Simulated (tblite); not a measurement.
Reproducing measurements on benzene

**Experimental background.**

CRC Handbook of Chemistry and Physics lists, for the gas at 298.15 K: standard entropy 269.2 J/(mol K).

The runs below try to reproduce these values; the comparison stands at the end.

Benzene, C6H6.
SMILES with atom numbers: `[cH:1]1[cH:2][cH:3][cH:4][cH:5][cH:6]1` (hydrogens: H7 on C1; H8 on C2; H9 on C3; H10 on C4; H11 on C5; H12 on C6)

Cartesian coordinates in Å at the GFN2-xTB level; atoms count from 1:
```
atom  x, y, z in Å
C1     0.955    1.002   -0.021
C2     1.346   -0.326   -0.015
C3     0.390   -1.329    0.003
C4    -0.955   -1.002    0.016
C5    -1.346    0.326    0.010
C6    -0.390    1.328   -0.008
H7     1.701    1.784   -0.035
H8     2.396   -0.581   -0.024
H9     0.695   -2.365    0.008
H10   -1.701   -1.784    0.030
H11   -2.395    0.581    0.020
H12   -0.695    2.365   -0.011
```

GFN2-xTB wavenumbers (cm⁻¹, harmonic, unscaled, at the method's own geometry): 368, 368, 579, 579, 658, 693, 882, 882, 931, 931, 937, 957, 1067, 1091, 1091, 1176, 1198, 1198, 1304, 1320, 1461, 1461, 1601, 1601, 3069, 3072, 3072, 3084, 3084, 3093. Point group D6h, symmetry number 12. Entropy at 298.15 K and 1 bar in J/(mol K): translation 163.2, rotation 86.5, vibration 21.0.

## Comparison

**Standard entropy at 298.15 K.** Measured: 269.2 J/(mol K) (298.15 K; CRC Handbook of Chemistry and Physics).

```csv
level,computed (J/(mol K)),computed − measured (J/(mol K)),% (from the printed values)
"GFN2-xTB, rigid rotor and harmonic oscillator",270.7,+1.5,+1
```

Ideal gas at 1 bar, most abundant isotopes; table values of this kind come from calorimetry or from spectroscopic constants.

No measured geometry was used, and the causes of the misses weren't examined.
